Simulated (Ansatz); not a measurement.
A made-up structure of CHS$_{2}$, doublet:

```json
{"atom": "C1", "x (Å)": "-1.1467", "y (Å)": "0.0171", "z (Å)": "-0.7865"}
{"atom": "S2", "x (Å)": "-0.3678", "y (Å)": "0.9816", "z (Å)": "0.9138"}
{"atom": "S3", "x (Å)": "0.4680", "y (Å)": "-0.0569", "z (Å)": "-0.1821"}
{"atom": "H4", "x (Å)": "1.1942", "y (Å)": "-1.1677", "z (Å)": "0.1153"}
```

It is relaxed with PBE-D4/def2-SVP and then PBE0-D4/def2-TZVP (Ansatz 0.2.0). Atoms count as bonded within 1.22 times the sum of their covalent radii (H–H: 0.88 Å). The end point is not checked to be a true minimum.

Task: Does its bonding change? (Judge from chemistry; the calculation decides.)

Result: Computed: No: no bond forms or breaks.

Where it ends: The first stage lowers the energy by 2.78 eV in 10 steps. It ends as CHS₂ ([C]1[S][SH]1):
```tsv
atom	x (Å)	y (Å)	z (Å)
C1	-1.1158	0.0246	-0.5714
S2	-0.4972	0.8849	0.8855
S3	0.7528	0.0193	-0.4445
H4	1.0078	-1.1547	0.1909
```

Labels in which every atom is bracketed show which atoms are joined, not bond orders.

For scale, one of the runs: PBE0-D4/def2-TZVP relaxation, 111 basis functions, launched by `ansatz run in.yaml --threads 2 --pin off --events-out ev --progress --plain --max-ram 4352MiB`. Hardware: 2 CPU threads of an Arm Neoverse V1, shared host. Wall time about 16 s.
